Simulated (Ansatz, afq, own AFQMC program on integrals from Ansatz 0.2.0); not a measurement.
# Where AFQMC and coupled cluster stand for N2H3, doublet

```yaml
atoms:
  - { symbol: N, position_ang: [-0.0536, -0.0472, 0.5536] }
  - { symbol: N, position_ang: [0.0304, 0.1093, -0.6238] }
  - { symbol: H, position_ang: [0.1899, -0.8257, 0.9349] }
  - { symbol: H, position_ang: [0.1482, 0.6831, 1.0330] }
  - { symbol: H, position_ang: [-0.0145, -0.7204, -0.9921] }
```

Connectivity, by distances: NH2–NH.

Basis cc-pVDZ. Noble-gas cores (and the filled d shells of Ga–Kr and In–Xe) are frozen. Integrals, coupled cluster, full CI and functionals: Ansatz 0.2.0; the random walks run on the same integrals in our own AFQMC program. ph-AFQMC/CISD is guided by a CISD state made of CCSD amplitudes; releasing the constraint for a short imaginary time cuts its bias at the price of noise, slowly where states lie close. Free AFQMC starts from the CCSD state and is never constrained. Its projection time is finite, and what remains of the start isn't in its error. Uncertainties: one standard error, sampling alone.

Determinant: UHF, the one that the program's search chose, which needn't be the lowest solution. The geometry is a point of a scan.

No full CI on the walks' own integrals is used here. The released AFQMC energy serves as the reference, which it does only where one determinant dominates, the energy is flat over the last release times and near the phaseless one (40 meV or 2 meV an electron, half that with transition metals). On small molecules, where full CI could be run and the noise was under 10 meV, such values lay within 10 meV of it in 19 cases of 20, a flattering rate, since the rule was set on those same cases; what remains of the bias isn't in the error bar.

Cautions: the released value is read at 2.40 1/Eh with a noise of 18 meV, more than in the cases checked (meV from the phaseless value at times in 1/Eh: -8 ± 15 at 0.24, -13 ± 12 at 0.51, -15 ± 10 at 0.99, 0 ± 16 at 1.62, -25 ± 18 at 2.40).

The T1 diagnostic is 0.0124. The weight of the determinant in the CISD state is 0.907. The ⟨S²⟩ of the determinant is 0.760 and the size of the correlated space is 13 electrons in 41 orbitals.

```tsv
level	correlation energy (eV)
MP2	-8.3297
CCSD	-8.9642
CCSD(T)	-9.1519
```

Q: Estimate where AFQMC with the constraint released lies against CCSD(T) on the same integrals.

A: 30.9 ± 18.3 meV below CCSD(T). The gap is under twice the noise, so this walk alone can't tell the two apart.

Reference: AFQMC with the constraint released, correlation energy -9.183 ± 0.018 eV.

| level | E − E(reference) (meV) | share of correlation (%) |
| --- | --- | --- |
| CCSD(T) | 30.9 ± 18.3 | 99.66 |
| ph-AFQMC/HF | 84.3 ± 61.7 | 99.08 |
| ph-AFQMC/CISD | 24.5 ± 24.0 | 99.73 |
| free AFQMC | -1.4 ± 25.0 | 100.01 |

Free projections are given only where their last times agree within the noise and don't stop above the reference; a slow remainder of the start can still hide under it. Released energies are given only where the last usable release times agree within the noise; a slower fall can still hide under it.
